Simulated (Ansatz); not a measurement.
# CH6ClSi: the cost of one run

The runs use Ansatz 0.2.0, Gaussian basis; PBE0-D4, def2-SVP first, then def2-TZVP.

152 further runs of the same task are left out: 152 set aside as unsound or not needed.

### 1 The system as given

The guess: 9 atoms, charge 0, spin multiplicity 2.

Atoms are counted from 1 here; the program's logs count them from 0.

Bond lengths: Cl1–C3 1.902 Å, Si2–H4 1.447 Å, Si2–H5 1.447 Å, Si2–H6 1.447 Å, C3–H7 1.081 Å, C3–H8 1.081 Å, C3–H9 1.081 Å. Angles: H4–Si2–H5 116.5°, H4–Si2–H6 116.5°, H5–Si2–H6 116.5°, Cl1–C3–H7 106.3°, Cl1–C3–H8 106.3°, Cl1–C3–H9 106.3°, H7–C3–H8 112.4°, H7–C3–H9 112.5°, H8–C3–H9 112.4°.

Coordinates:

```xyz
9

Cl   -0.2142    0.0946   -0.2429
Si    1.4914   -0.6612    1.6849
C    -1.4243    0.6313   -1.6093
H     0.5950   -0.7724    2.8155
H     2.4071    0.4592    1.6956
H     1.9965   -1.9019    1.1376
H    -1.1849    0.0343   -2.4778
H    -1.2499    1.6853   -1.7722
H    -2.4167    0.4308   -1.2314
```

Distances that are to change: Cl1–C3 1.90 Å, Cl1–Si2 2.68 Å.

### 2 Relaxing the guess with the reacting distances held

File hold/in.yaml:

```yaml
crystal:
  periodic: [false, false, false]
  atoms:
    - {symbol: Cl, position_ang: [-0.214200, 0.094600, -0.242900]}
    - {symbol: Si, position_ang: [1.491400, -0.661200, 1.684900]}
    - {symbol: C, position_ang: [-1.424300, 0.631300, -1.609300]}
    - {symbol: H, position_ang: [0.595000, -0.772400, 2.815500]}
    - {symbol: H, position_ang: [2.407100, 0.459200, 1.695600]}
    - {symbol: H, position_ang: [1.996500, -1.901900, 1.137600]}
    - {symbol: H, position_ang: [-1.184900, 0.034300, -2.477800]}
    - {symbol: H, position_ang: [-1.249900, 1.685300, -1.772200]}
    - {symbol: H, position_ang: [-2.416700, 0.430800, -1.231400]}
basis:
  gaussian: {orbitals: def2-SVP}
magnetization: {spin_polarized: true, initial_magnetization: 1}
hamiltonian: {xc: pbe0, dispersion: d4}
relax: {f_tol: 0.04, max_steps: 150, escape_saddle: false, constraints: [{distance: [0, 2]}, {distance: [0, 1]}]}
```

Launch:

```bash
ansatz run in.yaml --threads 4 --pin off --events-out ev --progress --plain --max-ram 9574MiB
```

**Question.** How long does this run take on 4 threads of Intel Xeon 6975P-C, shared host?

About 3.4 s.
